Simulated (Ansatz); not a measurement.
Mulliken charges of CF2O (`O=C(F)F`) from B3LYP/def2-TZVPP in Ansatz (PBE0-D4/def2-TZVP geometry).

```json
{"atom": "O1", "x (Å)": "-1.243", "y (Å)": "-0.157", "z (Å)": "0.154", "charge (e)": "-0.202"}
{"atom": "C2", "x (Å)": "-0.092", "y (Å)": "-0.012", "z (Å)": "0.011", "charge (e)": "0.477"}
{"atom": "F3", "x (Å)": "0.845", "y (Å)": "-0.827", "z (Å)": "0.425", "charge (e)": "-0.138"}
{"atom": "F4", "x (Å)": "0.489", "y (Å)": "0.996", "z (Å)": "-0.590", "charge (e)": "-0.138"}
```

Question: By hand: the dipole of these point charges (1 e Å = 4.8032 D).

Answer: Σ q r = (0.023, 0.003, -0.003) e Å, of length 0.023 e Å = 0.11 D.

Question: How does the dipole of the full density compare? (Estimate.)

Answer: Ansatz gave: (0.228, 0.029, -0.028) e Å, 1.11 D; the point charges give 0.10 times that, at 0° from its direction.

Point charges leave out the atoms' own dipoles, such as those of lone pairs, and Mulliken's split depends on the basis, so the two needn't agree.

B3LYP here is the variant with VWN-RPA as its local correlation; programs differ in this.
